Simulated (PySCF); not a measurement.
Molecule: `InChI=1S/C3H3N2/c1-2-4-5-3-1/h1-3H/q-1`.

Geometry:
```json
{"atom": "C1", "x (Å)": "0.048", "y (Å)": "0.721", "z (Å)": "-0.324"}
{"atom": "C2", "x (Å)": "-1.092", "y (Å)": "-0.023", "z (Å)": "0.021"}
{"atom": "N3", "x (Å)": "-0.747", "y (Å)": "-1.213", "z (Å)": "0.543"}
{"atom": "N4", "x (Å)": "0.593", "y (Å)": "-1.292", "z (Å)": "0.556"}
{"atom": "C5", "x (Å)": "1.086", "y (Å)": "-0.150", "z (Å)": "0.046"}
{"atom": "H6", "x (Å)": "0.111", "y (Å)": "1.717", "z (Å)": "-0.767"}
{"atom": "H7", "x (Å)": "-2.147", "y (Å)": "0.255", "z (Å)": "-0.086"}
{"atom": "H8", "x (Å)": "2.168", "y (Å)": "0.003", "z (Å)": "-0.038"}
```

Total charge -1.

Geometry PBE0-D3(BJ)/def2-SVP throughout; GIAO in PySCF 2.14.0 with density-fitted response routines, gas phase, one conformer, non-relativistic; equivalent atoms averaged; functional PBE0.

(1) How do the absolute shieldings σ depend on the basis set? (ppm; last column core-seconds on shared hosts with different chips, so compare them loosely)

(2) Which nucleus moves most, in ppm?

(3) Taking the largest basis, pcSseg-2 (222 functions), as the yardstick, rank the others by their worst heavy-atom deviation.

## Answers

(1) 
```tsv
basis set	functions	C2/C5	C1	N3/N4	H7/H8	H6	core-s
STO-3G	28	122.7	142.6	39.3	27.28	28.76	2.4
6-31G	51	71.7	104.4	-69.3	25.86	27.11	4.9
pcSseg-0	51	48.9	87.3	-120.0	26.02	27.37	2.7
6-31G*	76	70.0	103.9	-55.9	25.38	26.85	6.8
def2-SVP	85	66.1	101.6	-73.9	24.75	26.10	7.2
cc-pVDZ	85	68.5	103.5	-69.9	24.46	25.88	4.6
pcSseg-1	100	50.0	87.5	-106.2	24.28	25.69	9.6
aug-cc-pVDZ	142	66.3	104.1	-76.0	23.92	25.38	8.9
6-311+G(2d,p)	153	52.8	92.2	-100.1	24.09	25.55	15
def2-TZVP	173	53.1	91.6	-101.9	24.15	25.63	19
cc-pVTZ	192	54.3	91.7	-99.1	24.07	25.51	13
IGLO-III	205	45.9	85.5	-111.2	24.02	25.52	13
pcSseg-2	222	45.1	85.0	-114.2	23.88	25.33	16
```

(2) N3/N4 (pyridine-type nitrogen of an azole): from -120.0 ppm with pcSseg-0 to 39.3 ppm with STO-3G. The smallest spread is 3.39 ppm, at H7/H8. Proton shifts span only some 12 ppm, so a few tenths of a ppm matter as much there as several ppm in carbon.

(3) IGLO-III 3.1 ppm (205 functions), pcSseg-0 5.7 ppm (51 functions), pcSseg-1 8.1 ppm (100 functions), def2-TZVP 12.3 ppm (173 functions), 6-311+G(2d,p) 14.2 ppm (153 functions), cc-pVTZ 15.2 ppm (192 functions), aug-cc-pVDZ 38.2 ppm (142 functions), def2-SVP 40.3 ppm (85 functions), cc-pVDZ 44.4 ppm (85 functions), 6-31G 44.9 ppm (51 functions), 6-31G* 58.4 ppm (76 functions), STO-3G 153.6 ppm (28 functions).

A small basis that lands close on one nucleus may do so by chance; judge by the trend and by all nuclei.
